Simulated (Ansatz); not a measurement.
The same path of CH3NOS (7 atoms, charge 0, multiplicity 1) was run twice with different band settings. Lost on the way: N1–H5, C2–S3, O4–H7. Made: S3–H7, O4–H5.

Level of theory: UKS revPBE/6-31G in Ansatz 0.2.0.

Relaxed end points:

```xyz
7
Properties=species:S:1:pos:R:3
N -1.273 0.632 -0.371
C -0.309 0.970 0.397
S 1.359 0.077 0.556
O 0.918 -1.260 -0.629
H -1.073 -0.216 -0.944
H -0.344 1.850 1.048
H 0.722 -2.053 -0.056
```

```xyz
7
Properties=species:S:1:pos:R:3
N -0.802 1.087 0.149
C -1.235 2.042 0.688
S 1.894 -1.642 -0.285
O 0.430 -1.230 -1.311
H 0.007 -0.453 -0.839
H -1.629 2.913 1.181
H 1.334 -2.717 0.418
```

Common settings: spring 5.0 eV/Å²; optimiser quadratic models (default); start path through a guess of the saddle point; force threshold 0.05 eV/Å; iteration limit 60; end points relaxed.

| run | movable images | climbing image |
| --- | --- | --- |
| 1 | 5 | yes |
| 2 | 3 | no |

**Question.** What does each run give, and how far can it be trusted?

**Answer.** Run 1: converged after 42 iterations, highest image 1.890 eV above the first end. Neighbouring images differ by up to 1.9 eV, so the band resolves the path poorly. A vibrational analysis at the climbing image gives one clearly imaginary mode, 1254i cm⁻¹: a first-order saddle point.
Run 2: converged after 46 iterations, highest image 2.250 eV above the first end. Neighbouring images differ by up to 2.3 eV, so the band resolves the path poorly. No image climbed, so the highest image needn't sit at the top of the path. So few images can step over the top or miss a turn of the path.
The orbitals stay closed-shell, which can raise the energy where a bond breaks towards radicals; this wasn't checked here. Limits of this set-up: no polarisation functions.
